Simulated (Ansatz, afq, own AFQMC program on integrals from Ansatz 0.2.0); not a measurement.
**SiH4⁺, doublet in 6-31G, levels against full CI**

```xyz
5

Si    0.0002    0.0119   -0.0119
H    -0.0110    1.1027    1.0718
H    -0.0225   -1.4499    1.4592
H     0.0170    1.0957   -1.1027
H     0.0114   -1.0790   -1.0957
```

Basis 6-31G. Noble-gas cores (and the filled d shells of Ga–Kr and In–Xe) are frozen. Integrals, coupled cluster, full CI and functionals: Ansatz 0.2.0; the random walks run on the same integrals in our own AFQMC program. The CISD trial takes its coefficients from CCSD amplitudes. Released means that phaseless walkers are propagated on without the constraint, phases kept. Error bars are statistical, one sigma.

Determinant: UHF, the one that the program's search chose, which needn't be the lowest solution. The geometry is a point of a scan.

Full CI on the same integrals is exact in this basis and with this determinant's frozen core.

Cautions: unrestricted determinant slightly spin contaminated (⟨S²⟩ 0.82 against 0.75); the released energies have errors that jump between times, so the bars are unsure, so no released level is given (meV from the phaseless value at times in 1/Eh: -0.3 ± 0.7 at 0.24, 4 ± 5 at 0.51, -1.5 ± 0.6 at 0.99, -2.2 ± 0.5 at 1.62, -3.9 ± 0.4 at 2.40), though the last usable value meets full CI within the noise.

The T1 diagnostic is 0.0216 and the weight of the determinant in the CISD state is 0.922. The ⟨S²⟩ of the determinant is 0.823. The size of the correlated space is 7 electrons in 16 orbitals.

| level | correlation energy (eV) |
| --- | --- |
| MP2 | -1.3501 |
| CCSD | -2.0627 |
| CCSD(T) | -2.0910 |

**Question.** Estimate where phaseless AFQMC with a CISD trial lies against CCSD(T) on the same integrals.

**Answer.** 1.3 ± 0.08 kJ/mol below CCSD(T).

Reference: full CI, correlation energy -2.109 eV.

```csv
level,E − E(reference) (kJ/mol),share of correlation (%)
CCSD(T),1.7,99.15
CCSDT,0.1,99.95
CCSDT(Q),0.0,99.99
CCSDTQ,0.0,100.00
ph-AFQMC/HF,5.4 ± 1.5,97.34
ph-AFQMC/CISD,0.5 ± 0.08,99.78
```

CCSDT and higher add their correlation energy to the determinant of the CCSD(T) run, since their own runs factorise the integrals more tightly (a shift of under 2 meV). A walk keeps the symmetry of its determinant, which the program's search chose and which needn't be the lowest solution, so a lower state of the same spin and another symmetry isn't excluded.
